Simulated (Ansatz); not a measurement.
A nudged elastic band was laid between two geometries of C₂H₅FN (9 atoms, charge 1, multiplicity 1).

Method: RKS B3LYP-D4/def2-SVP (Ansatz 0.2.0).

| Property | Result |
| --- | --- |
| movable images | 9 |
| climbing image | yes |
| spring | 5.0 eV/Å² |
| optimiser | quadratic models (default) |
| start path | through a guess of the saddle point |
| force threshold | 0.05 eV/Å |
| iteration limit | 60 |
| end points | relaxed |

Initial state:

```xyz
9
Properties=species:S:1:pos:R:3
N -0.255 1.177 -0.540
C 0.397 0.078 -0.436
C 0.026 -0.924 0.592
F -1.033 -0.473 1.314
H -1.040 1.358 0.098
H -0.026 1.891 -1.237
H 1.236 -0.116 -1.118
H 0.906 -1.109 1.242
H -0.212 -1.882 0.085
```

Final state:

```xyz
9
Properties=species:S:1:pos:R:3
N -0.255 1.177 -0.540
C 0.398 0.078 -0.437
C 0.026 -0.924 0.592
F -1.033 -0.472 1.314
H -0.027 1.891 -1.237
H -1.040 1.357 0.099
H 1.236 -0.116 -1.118
H 0.906 -1.109 1.242
H -0.212 -1.882 0.086
```

(1) What changes between the two ends?

(2) What energy profile does the band end with?

(3) What is the geometry of the highest image?

(4) What are the harmonic wavenumbers there?

Results:

(1) No bond is made or broken. The dihedral H5–N1–C2–C3 goes from 0 to -180°. The two ends are copies of one structure, up to a mirror image or an exchange of like atoms.

(2) The run converged. The highest image is number 5 of 0 to 10, 61.9 kcal/mol above the ends, which have the same energy within 2 meV. A vibrational analysis at the climbing image gives one clearly imaginary mode, 1330i cm⁻¹: a first-order saddle point. Limits of this set-up: the dipole of an ion depends on the origin.

| image | path coordinate (Å) | energy (kcal/mol) | dihedral H5–N1–C2–C3 (°) |
| --- | --- | --- | --- |
| 0 | 0.00 | 0.0 | 0 |
| 1 | 0.39 | 3.0 | 13 |
| 2 | 0.78 | 12.8 | 25 |
| 3 | 1.17 | 29.8 | 34 |
| 4 | 1.55 | 50.3 | 41 |
| 5 | 1.94 | 61.9 | 54 |
| 6 | 2.33 | 50.4 | 80 |
| 7 | 2.72 | 29.9 | 109 |
| 8 | 3.11 | 12.9 | 137 |
| 9 | 3.49 | 3.0 | 161 |
| 10 | 3.88 | 0.0 | -180 |

(3) 
```xyz
9
Properties=species:S:1:pos:R:3
N -0.057 1.327 -0.686
C 0.509 0.124 -0.392
C -0.049 -0.867 0.503
F -1.218 -0.513 1.053
H -0.257 1.827 0.205
H -1.033 1.165 -1.013
H 1.476 -0.131 -0.869
H 0.740 -1.099 1.268
H -0.112 -1.832 -0.069
```

(4) 1330i, 191, 230, 484, 691, 788, 821, 943, 1140, 1170, 1238, 1246, 1290, 1392, 1449, 1509, 2899, 2902, 3089, 3303, 3317 cm⁻¹.

Run time: 3.5 min on 1 thread of Intel(R) Xeon(R) Platinum 8375C CPU @ 2.90GHz (Ice Lake), with other jobs on the host, peak memory 0.25 GiB.
